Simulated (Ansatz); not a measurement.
Copper, fcc: convergence with Fermi-Dirac smearing

Computed with Ansatz, r²SCAN, scalar-relativistic PAW, on the relaxed cell (a = 3.576 Å; spin not included). Errors count from a run at 500 eV on a Γ-centred 25×25×25 mesh with Fermi-Dirac smearing of 0.1 eV, extrapolated to zero width. Fixed here: cutoff 500 eV, mesh 15×15×15. The SCF starts from atomic densities corrected by a trained network.

```csv
width (eV),E(σ→0) error (meV/atom),F error (meV/atom),P (GPa),SCF iterations
0.01,0.3,0.2,-0.17,7
0.03,0.1,-0.4,-0.18,7
0.1,-0.2,-5.1,-0.03,7
0.2,-0.2,-19.3,0.16,7
0.3,3.2,-44.2,0.47,6
0.6,48.5,-222.5,3.20,6
1.0,110.8,-750.8,10.25,6
```
